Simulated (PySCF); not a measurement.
**Computed spin Hamiltonian**

C₅H₇O (doublet state).
Z-matrix (Å and degrees, GFN2-xTB geometry), rows numbered from 1:
```
C 
C   1  1.2905
C   2  1.4536  1  143.70
O   3  1.4345  2  110.49  1     0.21
C   4  1.3499  3  117.13  2   179.92
C   5  1.3239  4  129.22  3     0.01
H   1  1.0802  2  122.36  3   179.64
H   1  1.0913  2  123.21  3    -0.37
H   3  1.1007  2  109.72  1  -120.26
H   3  1.1005  2  109.86  1   120.76
H   5  1.0830  4  109.17  3  -179.97
H   6  1.0734  5  119.83  4  -179.97
H   6  1.0748  5  123.75  4     0.08
```

The hyperfine couplings belong to this conformer and change with its torsions.

As a line formula: `C([C]=C)OC=C` [radical].

Computed, not measured: PySCF, UKS B3LYP, pcH-1 on C H O, non-relativistic, mean-field spin-orbit, GIAO. Isolated species at its GFN2-xTB geometry (one conformer only). Couplings are sensitive to structure, and on GFN2-xTB geometries they can be far from those on DFT ones. Stability of the SCF solution: not tested.

```
g1, g2, g3 : 2.00148, 2.00211, 2.00287
g_iso      : 2.00215
Form of g  : rhombic: the two nearest values differ by 46 % of g3 − g1
⟨S²⟩       : 0.7585 (exact 0.7500)
```

Isotropic coupling and dipolar principal values T1 to T3, in MHz; ρ(0) is the spin density at the nucleus:

| atom | isotope | a_iso | T1 | T2 | T3 | Mulliken spin population | ρ(0) (bohr⁻³) |
| --- | --- | --- | --- | --- | --- | --- | --- |
| C1 | 13C | -17.2 | -18.2 | 2.6 | 15.6 | -0.16 | -0.0153 |
| C2 | 13C | 272.7 | -81.8 | -61.3 | 143.1 | 1.00 | 0.2426 |
| C3 | 13C | 63.9 | -4.0 | -2.7 | 6.7 | -0.04 | 0.0569 |
| O4 | 17O | -65.0 | -14.2 | 7.0 | 7.3 | 0.03 | 0.1072 |
| C5 | 13C | 6.4 | -1.7 | -1.3 | 3.0 | 0.01 | 0.0057 |
| C6 | 13C | -1.0 | -0.7 | 0.0 | 0.7 | 0.00 | -0.0009 |
| H7 | 1H | 125.1 | -6.4 | -5.3 | 11.7 | 0.05 | 0.0280 |
| H8 | 1H | 187.6 | -4.9 | -1.8 | 6.7 | 0.09 | 0.0420 |
| H9 | 1H | 15.2 | -7.7 | -4.6 | 12.2 | 0.00 | 0.0034 |
| H10 | 1H | 15.0 | -7.6 | -4.5 | 12.2 | 0.00 | 0.0033 |
| H11 | 1H | 9.2 | -1.5 | -0.6 | 2.1 | 0.01 | 0.0021 |
| H12 | 1H | 1.6 | -0.6 | -0.4 | 1.0 | 0.00 | 0.0004 |
| H13 | 1H | 2.1 | -1.2 | -1.0 | 2.2 | 0.00 | 0.0005 |

The Mulliken spin populations are largest on C2 (+1.00), C1 (-0.16) and H8 (+0.09). No atom but C2 exceeds +0.15. The positive populations add up to 1.20 and the negative ones to -0.20, together 2S = 1.

Under fast tumbling the dipolar parts average out, and these isotropic splittings remain: 1 × 1H (H8, I = 1/2, 2 lines) with 6.69 mT, 1 × 1H (H7, I = 1/2, 2 lines) with 4.46 mT, 2 × 1H (H9/H10, I = 1/2, 3 lines) with 0.54 mT, 1 × 1H (H11, I = 1/2, 2 lines) with 0.33 mT, 1 × 1H (H13, I = 1/2, 2 lines) with 0.07 mT and 1 × 1H (H12, I = 1/2, 2 lines) with 0.06 mT.

Nuclei that the bonding pattern makes equivalent are averaged, as if the motion that swaps them (rotation, inversion, ring flip) were fast.

The 13C coupling of C2 (272.7 MHz) shows only in satellite lines or after enrichment, since that isotope makes up about 1.07 % of natural carbon.

The 17O coupling of O4 (-65.0 MHz) shows only in satellite lines or after enrichment, since that isotope makes up about 0.038 % of natural oxygen.
